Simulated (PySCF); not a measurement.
PySCF input (M06-2X/6-31G* (5d)):

```python
from pyscf import gto, dft

mol = gto.M(
    atom='''
    O     0.44187469    1.33485861    0.12974526
    C    -0.05433681    0.28429606    0.03240259
    N     1.01706973   -0.94595571   -0.13354246
    C    -1.45221658   -0.19963021    0.02418072
    H     0.82672373   -1.72574334    0.50046318
    H    -2.11892134    0.65910120    0.05169695
    H    -1.64770358   -0.79921607   -0.86796571
    H    -1.63131075   -0.83031322    0.89974415
    H     1.94584384   -0.56465997    0.06579244
    H     1.01020268   -1.30434259   -1.09239559
    ''',
    basis='6-31g*',
    charge=1,
    spin=0,
    verbose=4,
)

mf = dft.RKS(mol, xc='m062x')
mf.grids.level = 4
mf.conv_tol = 1e-9
mf.max_cycle = 100
mf.max_memory = 1500
mf.kernel()
if not mf.converged:
    mf = mf.newton()
    mf.kernel(mf.make_rdm1())
mf.dip_moment()
```

Output:

```
PySCF version 2.14.0

[INPUT] verbose = 4
[INPUT] num. atoms = 10
[INPUT] num. electrons = 32
[INPUT] charge = 1
[INPUT] spin (= nelec alpha-beta = 2S) = 0
[INPUT] symmetry False subgroup None
[INPUT] Mole.unit = angstrom
[INPUT] Symbol           X                Y                Z      unit          X                Y                Z       unit  Magmom
[INPUT]  1 O      0.441874690000   1.334858610000   0.129745260000 AA    0.835022145477   2.522517187918   0.245183007360 Bohr   0.0
[INPUT]  2 C     -0.054336810000   0.284296060000   0.032402590000 AA   -0.102681689383   0.537241691693   0.061232020827 Bohr   0.0
[INPUT]  3 N      1.017069730000  -0.945955710000  -0.133542460000 AA    1.921983239285  -1.787597217868  -0.252358675401 Bohr   0.0
[INPUT]  4 C     -1.452216580000  -0.199630210000   0.024180720000 AA   -2.744291609753  -0.377246423089   0.045694938295 Bohr   0.0
[INPUT]  5 H      0.826723730000  -1.725743340000   0.500463180000 AA    1.562281430379  -3.261182273892   0.945738345629 Bohr   0.0
[INPUT]  6 H     -2.118921340000   0.659101200000   0.051696950000 AA   -4.004181012096   1.245520756372   0.097693076975 Bohr   0.0
[INPUT]  7 H     -1.647703580000  -0.799216070000  -0.867965710000 AA   -3.113708500665  -1.510299486651  -1.640217477414 Bohr   0.0
[INPUT]  8 H     -1.631310750000  -0.830313220000   0.899744150000 AA   -3.082730541559  -1.569064583406   1.700270025680 Bohr   0.0
[INPUT]  9 H      1.945843840000  -0.564659970000   0.065792440000 AA    3.677111938772  -1.067052696805   0.124329692667 Bohr   0.0
[INPUT] 10 H      1.010202680000  -1.304342590000  -1.092395590000 AA    1.909006395502  -2.464850267706  -2.064328484783 Bohr   0.0

nuclear repulsion = 127.105982727852
number of shells = 36
number of NR pGTOs = 132
number of NR cGTOs = 68
basis = 6-31g*
ecp = {}

******** <class 'pyscf.dft.rks.RKS'> ********
method = RKS
initial guess = minao
damping factor = 0
level_shift factor = 0
DIIS = <class 'pyscf.scf.diis.CDIIS'>
diis_start_cycle = 1
diis_space = 8
diis_damp = 0
SCF conv_tol = 1e-09
SCF conv_tol_grad = None
SCF max_cycles = 100
direct_scf = True
direct_scf_tol = 1e-13
XC library pyscf.dft.libxc version 7.1.2
    S. Lehtola, C. Steigemann, M. J. T. Oliveira, and M. A. L. Marques,  SoftwareX 7, 1–5 (2018)
XC functionals = m062x
    Y. Zhao and D. G. Truhlar,  Theor. Chem. Acc. 120, 215 (2008)
    Y. Zhao and D. G. Truhlar,  Theor. Chem. Acc. 120, 215 (2008)
radial grids:
    Treutler-Ahlrichs [JCP 102, 346 (1995); DOI:10.1063/1.469408] (M4) radial grids

becke partition: Becke, JCP 88, 2547 (1988); DOI:10.1063/1.454033
pruning grids: <function nwchem_prune>
grids dens level: 4
symmetrized grids: False
atomic radii adjust function: <function treutler_atomic_radii_adjust>
small_rho_cutoff = 0
Set gradient conv threshold to 3.16228e-05
Initial guess from minao.
tot grids = 207600
init E= -210.201057675922
  HOMO = -0.355905242269043  LUMO = -0.0475808360772931  gap/eV = 8.38993
cycle= 1 E= -209.271022438321  delta_E= 0.93  |g|= 0.817  |ddm|= 2.72
  HOMO = -0.496151075667983  LUMO = -0.189786249753586  gap/eV = 8.33661
cycle= 2 E= -208.965278198089  delta_E= 0.306  |g|= 1.57  |ddm|= 1.77
  HOMO = -0.59132817018262  LUMO = -0.207532486752484  gap/eV = 10.44361
cycle= 3 E= -209.428905317267  delta_E= -0.464  |g|= 0.0527  |ddm|=  1.1
  HOMO = -0.585946663109823  LUMO = -0.18892442303505  gap/eV = 10.80353
cycle= 4 E= -209.429571691091  delta_E= -0.000666  |g|= 0.0351  |ddm|= 0.0664
  HOMO = -0.590369641752535  LUMO = -0.191219260045225  gap/eV = 10.86144
cycle= 5 E= -209.429854121121  delta_E= -0.000282  |g|= 0.00786  |ddm|= 0.0352
  HOMO = -0.590820851941088  LUMO = -0.190753197230791  gap/eV = 10.88640
cycle= 6 E= -209.429874981159  delta_E= -2.09e-05  |g|= 0.00265  |ddm|= 0.0117
  HOMO = -0.591009775942948  LUMO = -0.190554242184666  gap/eV = 10.89695
cycle= 7 E= -209.429877037367  delta_E= -2.06e-06  |g|= 0.00114  |ddm|= 0.00441
  HOMO = -0.591071390776104  LUMO = -0.190645639220596  gap/eV = 10.89614
cycle= 8 E= -209.429877373058  delta_E= -3.36e-07  |g|= 0.000175  |ddm|= 0.00132
  HOMO = -0.591110217359085  LUMO = -0.190658034270061  gap/eV = 10.89686
cycle= 9 E= -209.429877382035  delta_E= -8.98e-09  |g|= 4.75e-05  |ddm|= 0.00029
  HOMO = -0.591097908645654  LUMO = -0.190643170618232  gap/eV = 10.89693
cycle= 10 E= -209.429877382692  delta_E= -6.57e-10  |g|= 8.57e-06  |ddm|= 5.67e-05
  HOMO = -0.591101523255683  LUMO = -0.190645571370111  gap/eV = 10.89696
Extra cycle  E= -209.429877382715  delta_E= -2.29e-11  |g|= 5.34e-06  |ddm|= 1.94e-05
converged SCF energy = -209.429877382715

WARN: System has nonzero charge 1; the dipole moment is origin-dependent.
Location of origin: [0. 0. 0.]

Dipole moment(X, Y, Z, Debye):  1.40988, -5.04977, -0.60408
```

The dipole moment of an ion depends on the origin.
